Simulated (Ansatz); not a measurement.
Predict the output of the script below (Ansatz 0.2.0 through its Python package).

Script `run_relaxed_scan.py`:
```python
"""Relaxed scan of one distance in C2H3B."""

import ansatz as az
from ase import Atoms
import numpy as np

BASIS = "def2-SVP"
FUNCTIONAL = "hf"

atoms = Atoms(["B", "C", "C", "H", "H", "H"], positions=[
    (-0.7962, -0.0028, -0.2054),
    (0.5945, -0.102, -0.5735),
    (0.2256, 0.038, 0.7746),
    (-1.913, 0.1188, -0.5126),
    (1.3612, -0.227, -1.3532),
    (0.57, 0.111, 1.824),
])
geometry = az.Crystal.molecule_from_ase(atoms)

base = geometry.calculation()
base = base.basis(gaussian=BASIS)
base = base.functional(FUNCTIONAL)
symbols = [site.symbol for site in geometry.cartesian_sites]
pairs = [(0, 1), (0, 2), (0, 3), (1, 2), (1, 4), (2, 5)]
print("held (A)   E (eV)        ", "  ".join(f"{symbols[i]}{i}-{symbols[j]}{j}" for i, j in pairs))
for length in [1.02, 1.11, 1.2, 1.33, 1.49]:
    summary = base.relax(constraints=[az.DistanceConstraint((2, 5), at=length)], force_tolerance=0.02, max_steps=60).run(threads=1).report
    xyz = np.array(summary["positions_ang"])
    print(f"{length:6.2f} {summary['free_energy_ev']:14.5f}  ", "  ".join(f"{np.linalg.norm(xyz[i] - xyz[j]):.3f}" for i, j in pairs))
```

```console
$ python run_relaxed_scan.py
held (A)   E (eV)         B0-C1  B0-C2  B0-H3  C1-C2  C1-H4  C2-H5
DeckWarning: relax.constraints: the input's atoms, or those drawn, lie off the distances that are held; a relaxation that starts there is brought onto them ahead of its first SCF, by positions alone, [...]
  1.02    -2776.27214   1.469  1.471  1.186  1.342  1.080  1.020
  1.11    -2776.33519   1.471  1.470  1.186  1.341  1.080  1.110
  1.20    -2776.12558   1.473  1.469  1.186  1.339  1.080  1.200
  1.33    -2775.56006   1.476  1.468  1.185  1.337  1.080  1.330
  1.49    -2774.68341   1.481  1.467  1.185  1.333  1.080  1.490
```
(Warnings from the package without file and line, shortened, repeats left out.)

Reading the output:
- Total energies depend on the basis set; only differences at equal settings carry meaning.
- The energies are electronic: no zero-point or thermal terms, and the basis set is short of its limit.
- The whole script took 19 s on 1 thread of Arm Neoverse V1, with other jobs on the host, peak memory 0.18 GiB.

(Lines on the test bed's own set-up are left out of the output.)
